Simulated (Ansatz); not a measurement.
**Germanium, diamond under LDA: how the Gaussian smearing moves the result**

How small must the Gaussian smearing width be for energy and pressure to settle? The geometry was relaxed under LDA beforehand and stays fixed; 7 values are run, from 0.01 to 1.0 eV. Wanted are the values from which on the energy stays within 10 and 1 meV/atom, and the pressure within 0.5 GPa, of the narrowest run. Within the series other settings stay, but some runs also write fields, which adds to their time. Spin polarisation is left out.

Computed with Ansatz 0.2.0 (DFT LDA, plane waves with PAW, scalar-relativistic, unless a step says otherwise).

1 further run of the same task is left out (set aside as unsound or not needed).

### 1 The system as given

It takes space group Fd-3m (No. 227, cubic). Conventional cell: a = 5.630 Å, b = 5.630 Å, c = 5.630 Å, α = 90.00°, β = 90.00°, γ = 90.00°. Around Ge (site symmetry -43m) lie 4 Ge at 2.44 Å.

As a file:

```
CELL_PARAMETERS angstrom
0.00000 2.81478 2.81478
2.81478 0.00000 2.81478
2.81478 2.81478 0.00000
ATOMIC_POSITIONS crystal
Ge 0.50000 0.50000 0.50000
Ge 0.75000 0.75000 0.75000
```

### 2 Width 0.01 eV

The run at 0.01 eV.

Contents of input.yaml:

```yaml
crystal:
  lattice:
    - [0.0, 2.8147752533, 2.8147752533]
    - [2.8147752533, 0.0, 2.8147752533]
    - [2.8147752533, 2.8147752533, 0.0]
  atoms:
    - { symbol: Ge, position: [0.5, 0.5, 0.5] }
    - { symbol: Ge, position: [0.75, 0.75, 0.75] }
hamiltonian:
  xc: lda
  pseudopotentials:
    kind: paw
    azcp:
      Ge: "pseudopotentials/Ge.paw.azcp"
basis:
  ecutwfc: 420
  fft_grid_basis: typed
kpoints:
  mp_grid: { grid: [10, 10, 10], shift: [0, 0, 0] }
magnetization:
  spin_polarized: false
scf:
  occupations: { method: gaussian, width: 0.01 }
  lower_state_search: "off"
output:
  stress: true
```

On the command line:

```sh
ansatz run input.yaml --threads 2 --pin off --max-ram 5120MiB --backend cpu --events-out ev --progress --plain --runs-dir out
```

### 3 Width 0.03 eV

The run at 0.03 eV.

Changes to input.yaml since step 2:

```diff
@@ -22,3 +22,3 @@
 scf:
-  occupations: { method: gaussian, width: 0.01 }
+  occupations: { method: gaussian, width: 0.03 }
   lower_state_search: "off"
```

### 4 Width 0.1 eV

The run at 0.1 eV.

Changes to input.yaml since step 3:

```diff
@@ -22,3 +22,3 @@
 scf:
-  occupations: { method: gaussian, width: 0.03 }
+  occupations: { method: gaussian, width: 0.1 }
   lower_state_search: "off"
```

### 5 Width 0.2 eV

The run at 0.2 eV.

Changes to input.yaml since step 4:

```diff
@@ -22,3 +22,3 @@
 scf:
-  occupations: { method: gaussian, width: 0.1 }
+  occupations: { method: gaussian, width: 0.2 }
   lower_state_search: "off"
@@ -26 +26,5 @@
   stress: true
+  write_density: true
+  write_potential: true
+  elf: true
+  volumetric_format: npy
```

### 6 Width 0.3 eV

The run at 0.3 eV.

Changes to input.yaml since step 5:

```diff
@@ -22,3 +22,3 @@
 scf:
-  occupations: { method: gaussian, width: 0.2 }
+  occupations: { method: gaussian, width: 0.3 }
   lower_state_search: "off"
@@ -26,5 +26 @@
   stress: true
-  write_density: true
-  write_potential: true
-  elf: true
-  volumetric_format: npy
```

### 7 Width 0.6 eV

The run at 0.6 eV.

Changes to input.yaml since step 6:

```diff
@@ -22,3 +22,3 @@
 scf:
-  occupations: { method: gaussian, width: 0.3 }
+  occupations: { method: gaussian, width: 0.6 }
   lower_state_search: "off"
```

### 8 Width 1.0 eV

The run at 1.0 eV.

Changes to input.yaml since step 7:

```diff
@@ -22,3 +22,3 @@
 scf:
-  occupations: { method: gaussian, width: 0.6 }
+  occupations: { method: gaussian, width: 1.0 }
   lower_state_search: "off"
```

(Steps that only read results are left out.)

**Question.** What will these runs give?

**Answer**, as computed:

| quantity | value |
| --- | --- |
| E(σ → 0) stays within 10 meV/atom of 0.01 eV | up to 0.6 eV |
| E(σ → 0) stays within 1 meV/atom | up to 0.3 eV |
| pressure stays within 0.5 GPa | up to 1.0 eV |
| pressure at 0.01 eV | -0.29 GPa |

What this shows: At 1.0 eV the energy differs by +13.8 meV/atom and the pressure by +0.4 GPa. Over the range F shifts by -24.8 meV/atom, while E(σ → 0) shifts by +13.8. In theory F falls as the square of the width under this scheme, but here the ratio is not steady: the mesh at narrow widths, or a density of states that varies over the wide ones, can both cause that. The mesh (10×10×10) is fixed, so the narrowest widths carry a k-point error of their own.
